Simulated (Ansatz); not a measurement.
The same path of CH$_{5}$SSi (8 atoms, charge 0, multiplicity 2) was run twice with different band settings. The coordinate that changes most is the height of Si1 over the plane of its neighbours.

Method: UKS PBE0/def2-SVP in Ansatz.

Relaxed end points:

```xyz
8
Properties=species:S:1:pos:R:3
Si -0.562 0.574 -1.027
C 0.653 0.130 0.356
S 0.950 -1.663 0.478
H -1.845 -0.176 -0.840
H -0.831 2.050 -1.077
H 0.338 0.544 1.330
H 1.637 0.572 0.131
H -0.339 -2.030 0.649
```

```xyz
8
Properties=species:S:1:pos:R:3
Si -0.790 0.980 -0.525
C 0.585 0.238 0.546
S 0.972 -1.467 0.018
H -2.035 0.156 -0.382
H -0.365 1.014 -1.959
H 0.357 0.272 1.622
H 1.517 0.805 0.396
H -0.241 -1.999 0.283
```

Common settings: movable images 5; climbing image yes; optimiser quadratic models (default); start path through a guess of the saddle point; force threshold 0.03 eV/Å; iteration limit 60; end points relaxed.

| run | spring |
| --- | --- |
| 1 | 5.0 eV/Å² |
| 2 | 0.1 eV/Å² |

Q: What does each run give, and how far can it be trusted?

A: Run 1: converged after 10 iterations, highest image 0.287 eV above the first end. A vibrational analysis at the climbing image gives 2 clearly imaginary modes (653i, 44i cm⁻¹): a point of higher order, so a lower path passes nearby.
Run 2: converged after 12 iterations, highest image 0.288 eV above the first end. Another band between the same ends (5 images) ends at a top of the same energy, where a vibrational analysis finds 2 clearly imaginary modes.
